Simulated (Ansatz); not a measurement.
Results of PBE (Ansatz, a quantum-chemistry and plane-wave program, plane waves, PAW) for black phosphorus.

Run with plane-wave cutoff 500 eV, 12×12×10 k mesh (along the axes of the cell as run), Fermi–Dirac smearing 0.05 eV, scalar-relativistic PAW data made under PBE.

Cell (relaxed at this level):

P has the orthorhombic space group Cmce (No. 64), Pearson symbol oS8. Cell: a = 3.3096 Å, b = 11.2906 Å, c = 4.5618 Å, α = β = γ = 90.00°. P on 8f has 3 P at 2.228–2.265 Å (trigonal pyramidal). (Neighbours: up to the widest gap in distance over summed covalent radii, below 1.35, at either atom.)
(The calculation used a cell of 4 atoms; values per cell refer to that cell.)

Task: Estimate the band gap that the calculation returns.

Result: 
- band gap = 0.12 eV (under three smearing widths, so not firm)

Measured, for comparison: band gap 0.35 eV (temperature not stated, no zero-point or thermal correction; as tabulated in Das et al. (2018), arXiv:1807.05623). Computed (rounded) less measured: band gap -0.23 eV.

Note: the cell comes from a level without a dispersion term, which matters for the spacing of layers, chains or molecules.

Computed values are for the static lattice.

Cost on a shared machine: roughly 3 core-minutes.
